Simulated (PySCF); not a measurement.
Molecule: SMILES COCOC, C3H8O2.

Bonds (- single, = double, # triple, : aromatic): C1-O2, O2-C3, C3-O4, O4-C5. C1 carries H6, H7, H8; C3 carries H9, H10; C5 carries H11, H12, H13.

Coordinates of the point at 0° (Å):
```xyz
13

C    -1.119   -1.101    0.603
O    -0.972    0.298    0.699
C     0.130    0.888    0.029
O     0.964    0.026   -0.663
C     2.052   -0.493    0.075
H    -0.918   -1.458   -0.410
H    -2.156   -1.305    0.863
H    -0.465   -1.628    1.309
H     0.689    1.476    0.777
H    -0.288    1.576   -0.722
H     2.684    0.319    0.454
H     1.727   -1.111    0.916
H     2.623   -1.103   -0.623
```

The dihedral O4–C3–O2–C1 is held at the listed angle and the rest relaxed with GFN2-xTB; couplings at B3LYP/pcJ-1 (without the spin–dipole term) (PySCF 2.14, gas phase, non-relativistic), for fixed nuclei without averaging.

Task: How do the three-bond couplings across the rotated bond vary?

Result: 
| held angle (°) | H10,C1: φ (°), J (Hz) | H9,C1: φ (°), J (Hz) | O4,C1: φ (°), J (Hz) |
| --- | --- | --- | --- |
| 0 | 118, 1.4 | -125, 1.4 | 0, -4.4 |
| 30 | 149, 7.0 | -95, -0.1 | 30, -3.8 |
| 60 | 178, 11.7 | -65, 3.5 | 60, -1.4 |
| 90 | -155, 11.6 | -36, 7.4 | 90, 0.3 |
| 120 | -124, 5.1 | -4, 8.8 | 120, 0.8 |
| 150 | -93, 0.2 | 27, 5.9 | 150, 0.1 |
| 180 | -62, 1.0 | 57, 1.4 | 180, -0.9 |
| 210 | -33, 5.7 | 87, 0.0 | -150, -1.2 |
| 240 | -1, 9.0 | 119, 4.1 | -120, -0.3 |
| 270 | 30, 8.1 | 149, 9.3 | -90, 0.3 |
| 300 | 58, 3.9 | 177, 9.9 | -60, -0.4 |
| 330 | 87, 0.0 | -155, 6.5 | -30, -2.3 |

Task: Fit a Karplus curve A cos²φ + B cos φ + C to 3J(H10,C1).

Result: A = 10.7, B = -1.1, C = 0.0 Hz; rms residual 1.1 Hz. The plain average over the scan is 5.4 Hz.

Task: Fit a Karplus curve A cos²φ + B cos φ + C to 3J(H9,C1).

Result: A = 9.1, B = -0.4, C = 0.3 Hz; rms residual 1.3 Hz. The plain average over the scan is 4.8 Hz.
